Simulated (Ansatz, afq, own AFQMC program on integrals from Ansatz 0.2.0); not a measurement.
## ScH$_{2}$O⁺, singlet in def2-TZVP, levels against CCSDT(Q)

| atom | x (Å) | y (Å) | z (Å) |
| --- | --- | --- | --- |
| Sc | 0.0000 | 0.0000 | 0.6171 |
| O | 0.0000 | 0.0000 | -1.4765 |
| H | 0.0000 | 0.7836 | -2.0444 |
| H | 0.0000 | -0.7836 | -2.0444 |

Connectivity, by distances: Sc–OH2.

Basis def2-TZVP. Only valence electrons are correlated. AFQMC by an in-house program on the Cholesky factors that Ansatz 0.2.0 writes for its CCSD(T) run. ph-AFQMC/CISD is guided by a CISD state made of CCSD amplitudes; releasing the constraint for a short imaginary time cuts its bias at the price of noise, slowly where states lie close. Free projection: walkers drawn from exp(T), propagated without any constraint. Its projection time is finite, and what remains of the start isn't in its error. Error bars are statistical, one sigma. The metal's outer-core s and p shells are frozen, which shifts wave-function levels against functionals.

Determinant: RHF, the one that the program's search chose, which needn't be the lowest solution. The geometry is a point of a scan.

No full CI on the walks' own integrals is used here; CCSDT(Q) serves as the reference and is uncertain by about the last step of the cluster series.

Cautions: no relativity below Rb; outer-core shells of the metal frozen; higher spins were not checked; restricted determinant unstable towards unrestricted (UHF 991 meV lower, ⟨S²⟩ 1.00); CCSDT(Q) on the UHF determinant differs (301 meV lower), perhaps since the unrestricted series falls towards higher spin.

```
T1 diagnostic                               : 0.0282
weight of the determinant in the CISD state : 0.832
size of the correlated space                : 10 electrons in 78 orbitals
```

Reference: CCSDT(Q), correlation energy -8.493 eV. The released energy is read at 1.20 1/Eh, later times being too noisy (meV from the phaseless value at times in 1/Eh: 11 ± 3 at 0.60, 11 ± 7 at 1.20, 16 ± 9 at 2.00, 4 ± 15 at 3.00, -18 ± 24 at 4.20).

| level | E − E(reference) (meV) | share of correlation (%) |
| --- | --- | --- |
| HF | 8492.7 | 0.00 |
| MP2 | 804.4 | 90.53 |
| CCSD | 258.6 | 96.95 |
| CCSD(T) | 19.7 | 99.77 |
| CCSDT | 13.1 | 99.85 |
| ph-AFQMC/HF | -88.0 ± 21.4 | 101.04 |
| ph-AFQMC/CISD | -7.7 ± 4.2 | 100.09 |
| released AFQMC | 3.3 ± 6.8 | 99.96 |
| free AFQMC | 4.9 ± 7.6 | 99.94 |

Free projections are given only where their last times agree within the noise and don't stop above the reference; a slow remainder of the start can still hide under it. A walk keeps the symmetry of its determinant, which the program's search chose and which needn't be the lowest solution, so a lower state of the same spin and another symmetry isn't excluded. Released energies are given only where the last usable release times agree within the noise; a slower fall can still hide under it.
